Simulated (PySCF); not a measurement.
Working out the ionisation energy of N

N [He] 2s2 2p3 (4S) → N⁺ [He] 2s2 2p2 (3P). Calculation: PySCF 2.14, in cc-pVTZ-DK (4s3p2d1f, 30 functions); scalar relativity by spin-free X2C-1e. Frozen: 1s2. Energies in hartree (1 hartree = 27.21139 eV):

| part | N (lower) | N⁺ (upper) |
| --- | --- | --- |
| UHF | -54.429886 | -53.919642 |
| CCSD correlation | -0.111786 | -0.092547 |
| (T) | -0.002277 | -0.001595 |

Question: What does Hartree-Fock give?

Answer: (-53.919642) − (-54.429886) = 0.510244 hartree = 13.884 eV.

Question: What do CCSD and CCSD(T) give?

Answer: The CCSD correlation energies differ by 0.019239 hartree = 0.524 eV and the triples by 0.000682 hartree = 0.019 eV, so CCSD gives 14.408 eV and CCSD(T) 14.427 eV.

Measured between the centres of the two terms (NIST): 14.545 eV, so CCSD(T) (valence) is off by -0.118 eV.

What remains against the reference includes basis incompleteness, the frozen core and higher excitations.
